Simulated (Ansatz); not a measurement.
I need the interaction energy of a dimer with the counterpoise correction of H₂S, SMILES S. Use the Python package of Ansatz (0.2.0). Use (for the species named): Hartree-Fock, def2-SVP basis, multiplicity 1.

```xyz
3

S     0.4890   -0.2770    0.2407
H     0.0977    0.9873    0.1611
H    -0.5867   -0.7103   -0.4018
```

`dimer.py`:
```python
"""Interaction energy of two H2S molecules, with the counterpoise correction."""

import ansatz as az
import numpy as np

FIRST = [
    ("S", (0.489, -0.277, 0.2407)),
    ("H", (0.0977, 0.9873, 0.1611)),
    ("H", (-0.5867, -0.7103, -0.4018)),
]
SECOND = [
    ("S", (0.0155, -0.3032, -3.7831)),
    ("H", (0.692, -0.469, -2.655)),
    ("H", (1.1198, -0.3281, -4.5163)),
]

def energy(atoms, ghosts=()):
    molecule = az.Crystal.molecule()
    for symbol, xyz in atoms:
        molecule = molecule.atom(symbol, xyz)
    calc = (
        molecule.calculation()
        .basis(gaussian="def2-SVP")
        .functional("hf")
    )
    deck = calc.input()
    if ghosts:
        deck = deck.set(az.key.basis.gaussian.ghost_atoms, [{"symbol": s, "position_ang": list(xyz)} for s, xyz in ghosts])
    return az.Session.from_dict(deck).plan().execute().report["free_energy_ev"]

# ghost atoms carry the functions of the partner
direction = np.array([0.1637, -0.0986, -0.9816])
print("shift (A)   counterpoise-corrected interaction (eV)")
for shift in (-0.3, 0.0, 0.4, 1.0, 2.0):
    moved = [(s, tuple(np.round(np.array(xyz) + shift * direction, 4))) for s, xyz in SECOND]
    gain = energy(FIRST + moved) - energy(FIRST, moved) - energy(moved, FIRST)
    print(f"{shift:8.2f} {gain:14.3f}")
```

```console
$ python dimer.py
shift (A)   counterpoise-corrected interaction (eV)
   -0.30          0.081
    0.00          0.010
    0.40         -0.016
    1.00         -0.016
    2.00         -0.009
```

Notes:
- The dimer is a generated trial pose of unrelaxed monomers, not a minimum, so the figure is no binding energy, and the basis set is small.
- Hartree-Fock leaves correlation out, so bond, atomisation and ionisation energies come out well too low.
- This level lacks the dispersion part of the attraction (electrostatics and induction are there), which can decide the sign where the interaction is weak.
- It ran for 5.9 s on 1 thread of Intel(R) Xeon(R) Platinum 8375C CPU @ 2.90GHz (Ice Lake), on a shared host, peak memory 0.17 GiB.

(Lines on the test bed's own set-up are left out of the output.)
